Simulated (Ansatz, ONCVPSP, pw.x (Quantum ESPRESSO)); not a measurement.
# As (Z = 33): one change to the ONCV potential, in the atom and in the bcc crystal

| Quantity | Value |
| --- | --- |
| Element | As |
| Generator | ONCVPSP 4.0.1.1 (patched build) |
| Type | optimised norm-conserving Vanderbilt (ONCV) |
| Functional | LDA (Perdew-Wang 92) |
| Relativity | scalar-relativistic |
| Frozen core | [Ar] 3d10 |
| Valence charge | 5 |
| Reference configuration | 4s2 4p3 |
| Partial waves | 4s: rc 1.65 bohr, ncon 3, nbas 7, qcut 4.9 1/bohr, 1 projector; 4p: rc 2.00 bohr, ncon 4, nbas 8, qcut 4.3 1/bohr, 2 projectors, debl 3.3 Ha; d scattering state at 0.15 Ha: rc 2.15 bohr, ncon 4, nbas 8, qcut 4.1 1/bohr, 2 projectors, debl 2.5 Ha |
| Local potential | polynomial inside 1.30 bohr (lpopt 5, dvloc0 0 Ha) |
| Core correction | Teter function fitted to the true core (icmod 2), fcfact 0.5 |

Change: d: nproj 1.

Cutoffs, loose and tight: the cutoffs (Ha) at which the residual kinetic energy of the hardest occupied pseudo-wave falls to 1 and 0.1 mHa per electron. They do not see the model core or the augmentation charge, which bear on the density cutoff. Test errors are all-electron minus pseudo excitation energies from the reference, over the configurations 4s2 4p2; 4s2 4p1; 4s2 4p0; 4s2 4p2.5; variants that change the core or the reference have their own tests.

Crystal test: bcc As in pw.x 7.5, no spin, 14³ k-points, Fermi–Dirac smearing 0.01 Ry, cutoffs set for each file from its atomic test. The reference is all-electron LAPW (Ansatz 0.2.0) with the same functional, mesh and smearing; V0 and B0 come from Birch–Murnaghan fits to the pressures at five volumes. Errors are pseudo minus all-electron; Δ is the rms difference of the E(V) curves that follow from these fits, minima aligned, over ±6 % about the mean V0. Mesh and smearing are coarse, so the numbers serve the comparison and aren't converged zero-temperature values; the lattice is a test structure that the element need not adopt.

All-electron: a0 = 3.295 Å (V0 = 17.88 Å³/atom), B0 = 97.1 GPa.

Does the change bring the crystal closer to the all-electron result?

The mean pressure error goes from -1.17 to -1.57 GPa, so the change moves the solid further from the all-electron pressures.

| quantity | base | changed |
| --- | --- | --- |
| outcome (atom) | generated | generated |
| cutoff, loose (atom) | 9.8 Ha | 9.8 Ha |
| cutoff, tight (atom) | 16 Ha | 16 Ha |
| bound ghosts (atom) | none | none |
| largest test error (meV) (atom) | -0.8 | -0.8 |
| cutoffs in pw.x (Ry) | 50/200 | 50/200 |
| a0 (Å) | 3.281 | 3.277 |
| a0 error (%) | -0.40 | -0.54 |
| B0 error (%) | +1.2 | +1.4 |
| Δ (meV/atom) | 4.6 | 6.2 |
| mean pressure error (GPa) | -1.17 | -1.57 |

Base: The generator flags a localised state at positive energy (s at 7 eV). The cutoffs count occupied waves only; projector 2 of the d channel, the hardest unoccupied one, needs 60 Ha at the loose tolerance. Changed file: This is a poor potential for the solid. The generator flags a localised state at positive energy (s at 7 eV).
